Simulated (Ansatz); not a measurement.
C₂H₄F₃N, SMILES `NCC(F)(F)F`, relaxed with RKS PBE-D4/def2-SVP in Ansatz 0.2.0 from a rough embedded geometry. The force threshold is 0.03 eV/Å; the program also tests the step.

The species carries charge 0 and has multiplicity 1.

Start:

```xyz
10

N    -1.097   -0.767    0.762
C    -0.377    0.370    0.058
C     1.125    0.176   -0.340
F     1.269   -0.828   -1.071
F     1.898    0.011    0.777
F     1.572    1.298   -0.985
H    -0.925   -1.591    0.169
H    -2.039   -0.572    0.799
H    -0.946    0.641   -0.876
H    -0.481    1.261    0.708
```

| step | energy (eV) | largest force (eV/Å) | largest move (Å) |
| --- | --- | --- | --- |
| 1 | -11758.5462 | 5.164 | 0.000 |
| 2 | -11759.0137 | 2.633 | 0.117 |
| 3 | -11759.1180 | 0.754 | 0.063 |
| 4 | -11759.1331 | 0.149 | 0.036 |
| 5 | -11759.1348 | 0.064 | 0.018 |
| 6 | -11759.1353 | 0.041 | 0.025 |
| 7 | -11759.1358 | 0.031 | 0.025 |
| 8 | -11759.1358 | 0.011 | 0.003 |

End:

```xyz
10

N    -0.958   -0.778    0.687
C    -0.417    0.389    0.019
C     1.063    0.197   -0.281
F     1.257   -0.904   -1.056
F     1.806    0.044    0.831
F     1.551    1.264   -0.961
H    -1.004   -1.568    0.031
H    -1.917   -0.597    1.000
H    -0.888    0.680   -0.955
H    -0.492    1.273    0.686
```

It took 7 s on 4 threads of an Intel Xeon Platinum 8488C on a shared host, with 0.16 GiB of host memory at the peak.
